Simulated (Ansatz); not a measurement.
Energy of hcp La (model structure) less that of double-hcp La, by level of theory

No measured value is used here.

```json
[
 {"level (code)": "LDA (Ansatz)", "value (meV/atom)": "…"},
 {"level (code)": "PBE (Ansatz)", "value (meV/atom)": "28"},
 {"level (code)": "PBEsol (Ansatz)", "value (meV/atom)": "36"},
 {"level (code)": "r²SCAN (Ansatz)", "value (meV/atom)": "29"},
 {"level (code)": "HSE06 (Ansatz)", "value (meV/atom)": "43"},
 {"level (code)": "PBE0 (Ansatz)", "value (meV/atom)": "…"}
]
```

Question: Some entries are withheld; supply them.

Answer: 
- LDA (Ansatz, an electronic-structure program), value (meV/atom): 40
- PBE0 (Ansatz), value (meV/atom): 59

HSE06, PBE0: exact exchange on metals is sensitive to the k mesh and can open a false gap. HSE06, PBE0: the run warned that the count of filled bands differs between k points. Values are at the level's own equilibrium cell; PBE0 at the r²SCAN cell. Ansatz's density-functional and Hartree–Fock values are scalar-relativistic unless marked +SOC, with PAW data made under PBE.

A model structure was made by putting elements into a prototype or built by hand; here it ended with the formula and space group of a phase in our tables.
